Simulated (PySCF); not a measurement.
Computed with PySCF and rigid-rotor harmonic-oscillator thermochemistry at 1 bar. Table values come from the NASA 1993 polynomials. All species are closed-shell singlets. The harmonic model lacks anharmonicity and excited electronic states, which grow with temperature; levels with a mode under 35 cm⁻¹ are left out. The table's entry may be an old estimate for ClF (not checked at source).

Harmonic frequencies at PBE/def2-SVP (cm⁻¹): 738. Point group C∞v; S°(298 K) = 218.5 J/mol/K at this level.

Work out Cp and S° of gaseous ClF at 500, 800, 1200, 1600, 2000 K from these, and set them beside the table.


```csv
T (K),Cp PBE/def2-SVP,Cp table,S° PBE/def2-SVP,S° table
500,34.9,34.9,235.9,235.3
800,36.3,36.5,252.6,252.1
1200,36.9,37.6,267.5,267.1
1600,37.1,37.9,278.1,278.0
2000,37.2,37.9,286.4,286.5
```
Units J/mol/K.
